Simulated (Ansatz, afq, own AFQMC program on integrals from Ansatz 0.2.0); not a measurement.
Pt, triplet in def2-TZVPP, levels against CCSDT(Q)

A free Pt atom.

Basis def2-TZVPP with its core potentials. Noble-gas cores (and the filled d shells of Ga–Kr and In–Xe) are frozen. Integrals, coupled cluster, full CI and functionals: Ansatz 0.2.0; the random walks run on the same integrals in our own AFQMC program. The CISD trial takes its coefficients from CCSD amplitudes. Released means that phaseless walkers are propagated on without the constraint, phases kept. Free AFQMC starts from the CCSD state and is never constrained. Its projection time is finite, and what remains of the start isn't in its error. Error bars are statistical, one sigma. No spin–orbit coupling. The metal's outer-core s and p shells are frozen, which shifts wave-function levels against functionals.

Determinant: UHF, the one that the program's search chose, which needn't be the lowest solution.

No full CI on the walks' own integrals is used here; CCSDT(Q) serves as the reference and is uncertain by about the last step of the cluster series.

Cautions: no spin-orbit coupling; outer-core shells of the metal frozen.

* T1 diagnostic: 0.0131
* weight of the determinant in the CISD state: 0.919
* ⟨S²⟩ of the determinant: 2.004
* size of the correlated space: 10 electrons in 52 orbitals

```
  level  correlation energy (eV)
    MP2                  -8.2446
   CCSD                  -7.7929
CCSD(T)                  -8.1083
```

Problem. Estimate where phaseless AFQMC with a CISD trial lies against CCSD(T) on the same integrals.

Solution. 0.61 ± 0.06 kcal/mol above CCSD(T).

Reference: CCSDT(Q), correlation energy -8.100 eV. The released energy is read at 1.50 1/Eh (meV from the phaseless value at times in 1/Eh: -7 ± 3 at 0.24, -11 ± 3 at 0.50, -17 ± 3 at 1.00, -16 ± 4 at 1.50).

```csv
level,E − E(reference) (kcal/mol),share of correlation (%)
CCSD(T),-0.18,100.10
CCSDT,0.10,99.94
ph-AFQMC/HF,1.41 ± 0.55,99.25
ph-AFQMC/CISD,0.43 ± 0.06,99.77
released AFQMC,0.06 ± 0.10,99.97
free AFQMC,0.05 ± 0.07,99.97
```

Free projections are given only where their last times agree within the noise and don't stop above the reference; a slow remainder of the start can still hide under it. A walk keeps the symmetry of its determinant, which the program's search chose and which needn't be the lowest solution, so a lower state of the same spin and another symmetry isn't excluded. Released energies are given only where the last usable release times agree within the noise; a slower fall can still hide under it.
